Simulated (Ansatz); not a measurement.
hcp Tc, treated with r²SCAN in Ansatz (plane waves, PAW).

Settings: plane-wave cutoff 560 eV, 24×24×12 k mesh (along the axes of the cell as run), Fermi–Dirac smearing 0.05 eV, no spin polarisation, scalar-relativistic PAW data made under PBE.

Computed points:

```csv
V (Å³/atom),E − E_lowest (meV/atom),P (GPa)
13.636,24.45,14.31
13.920,5.89,6.77
14.204,0.00,0.00
14.488,5.47,-6.07
14.772,21.13,-11.50
```

Q: Estimate the bulk modulus from the pressures at 13.920 and 14.488 Å³/atom, and compare it with a fit to all energies.

A: B = −V dP/dV. Between V = 13.920 and 14.488 Å³/atom, dP/dV = (-6.07 − (6.77))/(14.488 − 13.920) = -22.6 GPa per Å³/atom; at the midpoint 14.204 Å³/atom this gives B ≈ 321 GPa. The third-order Birch–Murnaghan fit gives V0 = 14.204 Å³/atom, B0 = 320 GPa, B′ = 4.5, which lies within 1 % of that estimate.

Shape and atoms are relaxed at each volume.

Measured, for comparison: bulk modulus 303 GPa (zero-point energy and finite temperature contributions removed; as tabulated in doi:10.1021/acs.jctc.3c00612). Computed (rounded) less measured: bulk modulus +6 %.

Note: the bulk modulus comes from volumes at which shape and atoms were relaxed.

Computed values are for the static lattice.

Computing time: very roughly 9 core-minutes.

Ansatz is a first-principles code.
